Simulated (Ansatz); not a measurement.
**One arrangement of a pair**

The pair of NH4⁺ (SMILES [NH4+], atoms 1–5) and CO (SMILES [C-]#[O+], atoms 6–7), both closed shells, in one local arrangement (a lower one may exist), relaxed at PBE0-D4/def2-TZVP:

N1  (-0.055, -0.022, -1.031)
H2  (0.887, -0.038, -1.427)
H3  (-0.546, 0.808, -1.368)
H4  (0.001, 0.000, 0.013)
H5  (-0.560, -0.857, -1.332)
C6  (0.107, 0.043, 2.016)
O7  (0.167, 0.066, 3.130)
(Å)

Program: Ansatz 0.2.0. Basis: def2-TZVPPD, with def2-QZVPPD for the basis limit. Cores are frozen in the correlated methods. B3LYP uses VWN-RPA correlation. Extrapolation: Hartree–Fock as exp(−7.88 √X), correlation as X^−2.97. Interaction energies count from these two fragments, frozen as in the pair, with the counterpoise correction; negative means bound.

Q: What is the interaction energy by CCSD(T) at an estimated basis limit (MP2 extrapolated from triple and quadruple zeta, plus CCSD(T) − MP2 in triple zeta)? (To be estimated.)

A: By the calculation: -35.5 kJ/mol. Hartree–Fock alone gives -17.1 kJ/mol at the basis limit. It counts from the two fragments frozen as in the pair.

The same quantity by other methods in triple zeta, and each one's difference from that estimate:
```csv
method,E_int (kJ/mol),difference
PBE-D4,-44.5,-9.0
revPBE-D4,-41.6,-6.2
BLYP-D4,-40.7,-5.3
r2SCAN-D4,-37.8,-2.3
B97M-V,-37.4,-1.9
PBE0-D4,-39.6,-4.1
B3LYP-D4,-38.0,-2.5
HSE06-D4,-39.6,-4.1
wB97X-V,-35.1,0.4
wB97M-V,-34.0,1.5
B2PLYP,-36.2,-0.7
HF,-17.1,18.3
MP2,-38.3,-2.8
CCSD,-31.9,3.6
CCSD(T),-34.7,0.8
```
Differences are method less estimate.

Q: Which atoms make the shortest contact between the fragments?

A: H4 and C6, 2.01 Å apart.

Energy to bend the free fragments (PBE0-D4 minima) into their shapes in the pair, CCSD(T)/def2-TZVPPD: NH4⁺ 1.0 kJ/mol; CO 1.4 kJ/mol. This must be added to the interaction energy to get the binding energy from relaxed fragments.

Basis-set superposition shift (counterpoise-corrected less uncorrected): CCSD(T) 1.7; MP2 1.8; HF 0.1; PBE0-D4 0.3; wB97M-V 0.2 kJ/mol.

The T1 diagnostic stays at or below 0.018.

For scale, one of the runs: CCSD(T)/def2-TZVPPD, 182 basis functions (an equivalent command: `ansatz run in.yaml --threads 2`). Time: 18 s of wall clock on 2 CPU threads; the host was shared. Peak host memory: 1.9 GiB.
